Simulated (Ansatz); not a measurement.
in.yaml

```yaml
crystal:
  periodic: [false, false, false]
  atoms:
    - {symbol: C, position_ang: [0.000000, -0.088918, 1.623428]}
    - {symbol: Ga, position_ang: [0.000000, 0.009148, -0.287682]}
    - {symbol: H, position_ang: [0.000000, 0.334283, 2.622499]}
    - {symbol: H, position_ang: [0.000000, 1.420032, -0.970828]}
    - {symbol: H, position_ang: [0.000000, -1.327540, -1.096565]}
basis:
  gaussian: {orbitals: cc-pVTZ}
total_charge: 1
magnetization: {spin_polarized: true, initial_magnetization: 3}
hamiltonian: {xc: {name: r2SCAN}}
```

```sh
$ ansatz run in.yaml --threads 2 --pin off --events-out ev --progress --plain --max-ram 16896MiB --backend cuda --devices 0, --max-vram 18GiB
```

Output:

```
707 factors; their error is unknown
mean field evaluation 1: about -53441.2466 eV, gradient 3.8e1 eV
mean field evaluation 2: about -53386.2364 eV, gradient 7.1e1 eV
mean field evaluation 4: about -53448.8211 eV, gradient 5.5e0 eV
mean field evaluation 8: about -53449.1501 eV, gradient 5.4e-1 eV
mean field evaluation 16: about -53449.1392 eV, gradient 2.1e-2 eV
mean field evaluation 32: about -53448.7097 eV, gradient 2.9e0 eV
mean field -53449.13923177 eV, -1964.2196376397 hartree, gradient 1.6e-5 eV, S^2 3.776617; 3 other end points of the search recorded, 0 dependent functions left out
reference -53449.13924737 eV, -1964.2196382130 hartree; 21, 18 occupied and 94, 97 virtual orbitals, 707 factors
Total energy: -53449.13924737 eV, -1964.2196382130 hartree
```

Ran on 2 threads of AMD EPYC 7R13 with a shared H100 80 GB, shared host: 4 s wall, 0.82 GiB peak host memory.
